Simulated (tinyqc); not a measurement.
Inside a calculation. Method: ROHF in the sto-3g basis, for CH2, spin multiplicity 3. One step of it, computed by the program tinyqc.

Task: Iteration 2: diagonalisation and new density. Diagonalise F' = X^T F X, C = X C', fill 5 alpha and 3 beta electrons from the bottom; D(s) = C_occ C_occ^T. Each column has its largest component positive (the first on a tie).

effective F (hartree), order 1C 1s, 1C 2s, 1C 2px, 1C 2py, 1C 2pz, 2H 1s, 3H 1s:
$$\begin{pmatrix}
-11.116193 & -2.978787 & 0.000000 & 0.001861 & -0.002393 & -0.488830 & -0.546202 \\
-2.978787 & -1.369726 & 0.000000 & 0.013938 & -0.093478 & -0.530722 & -0.577559 \\
0.000000 & 0.000000 & -0.066762 & 0.000000 & 0.000000 & 0.000000 & 0.000000 \\
0.001861 & 0.013938 & 0.000000 & -0.167118 & 0.015232 & -0.299847 & 0.322491 \\
-0.002393 & -0.093478 & 0.000000 & 0.015232 & -0.081245 & -0.260054 & -0.268350 \\
-0.488830 & -0.530722 & 0.000000 & -0.299847 & -0.260054 & -0.322868 & -0.169219 \\
-0.546202 & -0.577559 & 0.000000 & 0.322491 & -0.268350 & -0.169219 & -0.367429
\end{pmatrix}$$

X, order 1C 1s, 1C 2s, 1C 2px, 1C 2py, 1C 2pz, 2H 1s, 3H 1s:
$$\begin{pmatrix}
1.026514 & -0.147167 & 0.000000 & 0.000745 & -0.010787 & 0.022721 & 0.023877 \\
-0.147167 & 1.187599 & 0.000000 & -0.009583 & 0.098585 & -0.242260 & -0.267248 \\
0.000000 & 0.000000 & 1.000000 & 0.000000 & 0.000000 & 0.000000 & 0.000000 \\
0.000745 & -0.009583 & 0.000000 & 1.103821 & -0.005153 & -0.199964 & 0.216015 \\
-0.010787 & 0.098585 & 0.000000 & -0.005153 & 1.059501 & -0.148103 & -0.160684 \\
0.022721 & -0.242260 & 0.000000 & -0.199964 & -0.148103 & 1.149808 & -0.019799 \\
0.023877 & -0.267248 & 0.000000 & 0.216015 & -0.160684 & -0.019799 & 1.173543
\end{pmatrix}$$

Give: F' = X^T F X; orbital energies; coefficients C; D(alpha) after iteration 2; D(beta) after iteration 2.

Result:

F' = X^T F X (hartree):
$$\begin{pmatrix}
-10.886 & -1.569 & 0.000 & 0.002 & -0.024 & -0.040 & -0.053 \\
-1.569 & -0.600 & 0.000 & -0.002 & 0.092 & -0.336 & -0.369 \\
0.000 & 0.000 & -0.067 & 0.000 & 0.000 & 0.000 & 0.000 \\
0.002 & -0.002 & 0.000 & 0.067 & 0.007 & -0.340 & 0.362 \\
-0.024 & 0.092 & 0.000 & 0.007 & 0.060 & -0.271 & -0.280 \\
-0.040 & -0.336 & 0.000 & -0.340 & -0.271 & 0.007 & -0.039 \\
-0.053 & -0.369 & 0.000 & 0.362 & -0.280 & -0.039 & 0.007
\end{pmatrix}$$

orbital energies (hartree): MO1 -11.121, MO2 -0.744, MO3 -0.439, MO4 -0.180, MO5 -0.067, MO6 0.548, MO7 0.590

coefficients C, order 1C 1s, 1C 2s, 1C 2px, 1C 2py, 1C 2pz, 2H 1s, 3H 1s:
$$\begin{pmatrix}
0.994 & -0.212 & -0.014 & 0.152 & 0.000 & 0.048 & 0.136 \\
0.026 & 0.690 & 0.055 & -0.670 & 0.000 & -0.256 & -0.760 \\
0.000 & 0.000 & 0.000 & 0.000 & 1.000 & 0.000 & 0.000 \\
0.000 & -0.033 & 0.562 & -0.005 & 0.000 & -0.923 & 0.369 \\
0.003 & 0.166 & 0.001 & 0.696 & 0.000 & -0.295 & -0.762 \\
-0.004 & 0.254 & 0.467 & 0.312 & 0.000 & 0.936 & 0.434 \\
-0.005 & 0.306 & -0.434 & 0.283 & 0.000 & -0.421 & 0.991
\end{pmatrix}$$

D(alpha) after iteration 2, order 1C 1s, 1C 2s, 1C 2px, 1C 2py, 1C 2pz, 2H 1s, 3H 1s:
$$\begin{pmatrix}
1.056 & -0.224 & 0.000 & -0.002 & 0.073 & -0.018 & -0.021 \\
-0.224 & 0.930 & 0.000 & 0.012 & -0.352 & -0.008 & -0.002 \\
0.000 & 0.000 & 1.000 & 0.000 & 0.000 & 0.000 & 0.000 \\
-0.002 & 0.012 & 0.000 & 0.316 & -0.009 & 0.252 & -0.255 \\
0.073 & -0.352 & 0.000 & -0.009 & 0.512 & 0.260 & 0.247 \\
-0.018 & -0.008 & 0.000 & 0.252 & 0.260 & 0.380 & -0.036 \\
-0.021 & -0.002 & 0.000 & -0.255 & 0.247 & -0.036 & 0.362
\end{pmatrix}$$

D(beta) after iteration 2, order 1C 1s, 1C 2s, 1C 2px, 1C 2py, 1C 2pz, 2H 1s, 3H 1s:
$$\begin{pmatrix}
1.033 & -0.122 & 0.000 & -0.001 & -0.033 & -0.065 & -0.064 \\
-0.122 & 0.480 & 0.000 & 0.009 & 0.115 & 0.201 & 0.187 \\
0.000 & 0.000 & 0.000 & 0.000 & 0.000 & 0.000 & 0.000 \\
-0.001 & 0.009 & 0.000 & 0.316 & -0.005 & 0.254 & -0.254 \\
-0.033 & 0.115 & 0.000 & -0.005 & 0.028 & 0.042 & 0.050 \\
-0.065 & 0.201 & 0.000 & 0.254 & 0.042 & 0.282 & -0.125 \\
-0.064 & 0.187 & 0.000 & -0.254 & 0.050 & -0.125 & 0.282
\end{pmatrix}$$
